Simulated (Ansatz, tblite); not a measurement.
Removing an electron: Mg(SiH3)2 (MgSi2H6). The state is a singlet with charge 0. Geometry: r2SCAN-D4/def2-TZVP. Ansatz, gas phase; energy differences of separate SCF runs; the oxidised species was run as a doublet alone.

Cartesian coordinates in Å:
```
Mg 0.0289 0.0038 -0.0012
Si -0.2566 2.3541 1.0402
H -0.5457 2.3133 2.5067
H -1.3846 3.1267 0.4347
H 0.9482 3.2269 0.8949
Si 0.2648 -2.3530 -1.0405
H 1.4491 -3.1125 -0.5348
H 0.4117 -2.3290 -2.5283
H -0.9158 -3.2304 -0.7717
```

The xTB rows come from tblite. Correlated methods freeze 11 core orbitals; core or outer-core shells of Mg are correlated, in sets that lack core-valence functions.

| level | −HOMO (eV) | vertical IE (eV) | −LUMO (eV) | HOMO–LUMO gap (eV) |
| --- | --- | --- | --- | --- |
| GFN2-xTB | 8.01 | 10.44 | 5.54 | 2.47 |
| HF/def2-TZVPP | – | 7.70 | – | – |
| r2SCAN-D4/def2-TZVP | 5.84 | 8.24 | 1.79 | 4.04 |
| PBE0-D4/def2-TZVP | 6.58 | 8.33 | 1.36 | 5.22 |
| MP2/def2-TZVPP | – | 8.51 | – | – |

(1) Estimate the rows for GFN1-xTB, PBE-D4/def2-TZVP, CCSD/def2-TZVPP, CCSD(T)/def2-TZVPP.

## Answers

(1) 
```tsv
level	−HOMO (eV)	vertical IE (eV)	−LUMO (eV)	HOMO–LUMO gap (eV)
GFN1-xTB	10.10	12.18	6.96	3.15
PBE-D4/def2-TZVP	5.65	8.17	2.01	3.64
CCSD/def2-TZVPP	–	8.47	–	–
CCSD(T)/def2-TZVPP	–	8.50	–	–
```

 Raw xTB energy differences between charge states are shifted by several eV; the methods need an empirical correction for them.
